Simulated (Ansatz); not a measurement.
Correlation energies of C₄H₆O₂, SMILES `O=CCC1CO1` by basis set

```xyz
12

O    -0.7988    0.6834   -2.7263
C    -0.7043   -0.0794   -1.8075
C     0.3829   -0.0262   -0.7682
C    -0.1250   -0.3329    0.6095
C     0.4401    0.2993    1.7951
O    -0.8116    0.7141    1.2744
H    -1.4365   -0.9087   -1.6821
H     1.1241   -0.7882   -1.0470
H     0.8690    0.9501   -0.8101
H    -0.5913   -1.3108    0.7320
H     0.3998   -0.2146    2.7521
H     1.2516    1.0137    1.6781
```

Total charge 0; spin multiplicity 1. All single points use the PBE0-D4/def2-TZVP geometry. It is one conformer, not always the lowest. Frozen core, restricted reference, Ansatz 0.2.0. CBS rows extrapolate triple and quadruple zeta; past MP2 they add the triple-zeta difference.

| basis | HF (Eh) | MP2 corr. |
| --- | --- | --- |
| def2-TZVPP | -304.75356 | -1.11622 |
| def2-QZVPP | -304.76749 | -1.19494 |

Task: Estimate the CCSD correlation energy and the (T) correction in each basis where they were run (hartree).

Result: 
```json
{"basis": "def2-TZVPP", "CCSD corr.": "-1.14479", "(T)": "-0.04931"}
{"basis": "CBS(def2)", "CCSD corr.": "-1.28183", "(T)": "as TZ"}
```
